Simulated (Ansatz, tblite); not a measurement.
Spin states of the cluster Si₃H₂⁻, each relaxed with B3LYP-D4/def2-TZVPD in Ansatz. Electronic energies in the gas phase.

The xTB rows come from tblite. Correlated methods freeze 15 core orbitals. In CCSD on the charge -1 quartet the largest single amplitude is 0.17, so its Hartree–Fock determinant may place the open shell otherwise than the density functionals do. The structure comes from a short search, and lower isomers may exist.

Doublet geometry:

```tsv
atom	x (Å)	y (Å)	z (Å)
Si1	0.512	0.474	0.786
Si2	1.498	-0.964	-0.599
Si3	-0.917	-0.939	-0.192
H4	-1.810	-0.435	-1.328
H5	0.717	1.864	1.332
```

Quartet geometry (Cs within 0.1 Å):

```csv
atom,x (Å),y (Å),z (Å)
Si1,0.674,0.869,-0.813
Si2,0.593,0.925,1.522
Si3,-1.293,0.070,0.438
H4,-1.253,-1.447,0.236
H5,1.278,-0.417,-1.383
```

⟨S²⟩: doublet 0.76 at PBE0-D4/def2-TZVPD (pure 0.75), quartet 3.77 at PBE0-D4/def2-TZVPD (pure 3.75).

Run but left out: HF/STO-3G, MP2/def2-TZVPD, MP2/def2-TZVPPD (doublet: ⟨S²⟩ 1.00 to 1.32, where a pure state has 0.75); HF/def2-TZVPD, HF/def2-TZVPPD (doublet: a determinant that CCSD turns far, T1 0.051).

Only these spin states were relaxed.

```csv
level,quartet − doublet (kJ/mol),lowest of these,remarks
GFN1-xTB,135.2,doublet,–
GFN2-xTB,111.5,doublet,–
PBE-D4/def2-TZVPD,73.7,doublet,"HOMO above zero (doublet), HOMO above zero (quartet)"
revPBE-D4/def2-TZVPD,69.2,doublet,"HOMO above zero (doublet), HOMO above zero (quartet)"
r2SCANh-D4/def2-TZVPD,68.0,doublet,HOMO above zero (quartet)
PBE0-D4/def2-TZVPD,73.5,doublet,–
r2SCAN0-D4/def2-TZVPD,67.7,doublet,–
BHLYP-D4/def2-TZVPD,74.4,doublet,–
PBE-QIDH/def2-TZVPD,79.8,doublet,–
RPA@PBE/def2-TZVPD,77.1,doublet,–
CCSD/def2-TZVPPD,75.2,doublet,"large T1 (0.051) (doublet), spin-contaminated (⟨S²⟩ 1.00) (doublet)"
CCSD(T)/def2-TZVPPD,79.7,doublet,"large T1 (0.051) (doublet), spin-contaminated (⟨S²⟩ 1.00) (doublet)"
```

Change of the quartet − doublet gap on mixing in exact exchange, in kJ/mol: PBE to PBE0 (25 % exact exchange) -0.2.

The xTB methods have no term that favours high spin, so they put low spin too low.
